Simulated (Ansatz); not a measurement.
`C=NC(=N)OC` and `COC(C)=N` differ in one atom or group.

Ansatz, PBE0-D4/def2-TZVP geometries, multiplicity 1. Each molecule was computed in one conformer, which needn't be the lowest.

```csv
property,`C=NC(=N)OC`
HOMO–LUMO gap (PBE/def2-TZVPP) / eV,3.91
LUMO energy (ωB97M-V/def2-TZVPP) / eV,0.67
size of the dipole moment (ωB97M-V/def2-TZVPP) / D,2.29
LUMO energy (PBE/def2-TZVPP) / eV,-2.56
HOMO–LUMO gap (ωB97M-V/def2-TZVPP) / eV,10.80
HOMO energy (PBE0/def2-TZVPP) / eV,-7.87
```

(1) What does the change do to each property? (An estimate is asked.)

## Answers

(1) Ansatz gave: 
| property | `COC(C)=N` | shift |
| --- | --- | --- |
| HOMO–LUMO gap (PBE/def2-TZVPP) / eV | 5.96 | 2.05 |
| LUMO energy (ωB97M-V/def2-TZVPP) / eV | 2.60 | 1.93 |
| size of the dipole moment (ωB97M-V/def2-TZVPP) / D | 1.32 | -0.97 |
| LUMO energy (PBE/def2-TZVPP) / eV | -0.25 | 2.31 |
| HOMO–LUMO gap (ωB97M-V/def2-TZVPP) / eV | 12.60 | 1.80 |
| HOMO energy (PBE0/def2-TZVPP) / eV | -7.68 | 0.19 |

With PBE0 the HOMO rises by 0.19 eV and the LUMO rises by 2.40 eV, so the gap widens by about 2.21 eV. PBE moves the HOMO by 0.27 eV and ωB97M-V by 0.13 eV. Dipoles are sizes alone; their direction can turn.
